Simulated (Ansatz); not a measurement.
# BSiH₃ (triplet): wave-function methods side by side at distance B1–H4 along a hydrogen transfer = 1.645 Å, cc-pVDZ

The task here is to estimate one member of a computed series from the others.

Method: cc-pVDZ, core rule «outside noble gas», up to 6 orbitals frozen; program: Ansatz 0.2.0, Gaussian basis.

To be run: UHF; CCSD(T) on ROHF; CCSD(T) on UHF; BCCD(T) on ROHF; CISD; CCSDT(Q) on ROHF; CCSDT(Q) on UHF; CASSCF and MRCISD+Q, 4 electrons in 4 orbitals; CASSCF and NEVPT2, 4 electrons in 4 orbitals.

11 further runs of the same task are left out: 3 for a known fault of the program, 7 that didn't finish, 1 set aside as unsound or not needed.

**What is computed**

The geometry derives from fragments relaxed apart (PBE0/def2-TZVP) and kept rigid, so it is no stationary point. A hydrogen atom is moved between rigid fragments.

5 atoms, charge 0, spin multiplicity 3.

Atoms are counted from 1 here; the program's logs count them from 0.

Bond lengths: B1–H2 1.193 Å, B1–H3 1.193 Å. Angles: H2–B1–H3 120.0°.

Set-up of the first run:

File in.yaml:

```yaml
crystal:
  periodic: [false, false, false]
  atoms:
    - {symbol: B, position_ang: [-2.304176, 0.000000, 0.000000]}
    - {symbol: H, position_ang: [-2.900909, 1.033571, 0.000000]}
    - {symbol: H, position_ang: [-2.900909, -1.033571, 0.000000]}
    - {symbol: H, position_ang: [-0.659176, 0.000000, 0.000000]}
    - {symbol: Si, position_ang: [1.118824, 0.000000, 0.000000]}
basis:
  gaussian: {orbitals: cc-pVDZ}
magnetization: {spin_polarized: true, initial_magnetization: 2}
hamiltonian: {xc: hf}
output: {orbitals: {seedname: orbitals}}
```

Started as:

```
$ ansatz run in.yaml --threads 1 --pin off --events-out ev --progress --plain --max-ram 2393MiB
```

Among the steps run: UHF; CCSD(T) on ROHF; CCSD(T) on UHF; BCCD(T) on ROHF; CISD; CCSDT(Q) on ROHF; CCSDT(Q) on UHF; CASSCF and MRCISD+Q, 4 electrons in 4 orbitals; CASSCF and NEVPT2, 4 electrons in 4 orbitals.

One table of the session follows, with a row left open; its other results are not shown here.

| method | from UCCSDT(Q) (meV) |
| --- | --- |
| ROHF | +5533.7 |
| UHF | +5401.5 |
| RMP2 | +1361.9 |
| UMP2 | +1359.1 |
| CISD | +607.0 |
| RCCSD | +190.5 |
| UCCSD | +186.7 |
| RCCSD(T) | ? |
| UCCSD(T) | +49.3 |
| BCCD(T) | +50.5 |
| RCCSDT | +8.3 |
| UCCSDT | +8.1 |
| RCCSDT(Q) | +1.2 |
| UCCSDT(Q) | 0 |
| CASSCF pair | +4936.0 |
| NEVPT2 pair | +1323.7 |
| MRCISD pair | +494.7 |
| MRCISD+Q pair | +8.3 |

Q: Estimate the row for RCCSD(T) from the others.

The run gave: from UCCSDT(Q) (meV): +49.6. In the column «from UCCSDT(Q) (meV)» it lies between UCCSD(T) (+49.3) and BCCD(T) (+50.5).

Among the levels timed on like hardware and quicker than the yardstick, those that no quicker one beats, quickest first: NEVPT2 pair (2.9 s, +1323.7 meV); CISD (3.6 s, +607.0 meV); MRCISD+Q pair (3.6 s, +8.3 meV); RCCSDT(Q) (40 s, +1.2 meV).

Caveats from the session: Of the multireference levels listed MRCISD+Q pair comes nearest in total energy (+8.3 meV), which doesn't show that its space is the better one. Restricted and unrestricted rows rest on different reference determinants; where their highest levels disagree by more than a few hundredths of an eV, they describe different states and don't form one ladder.
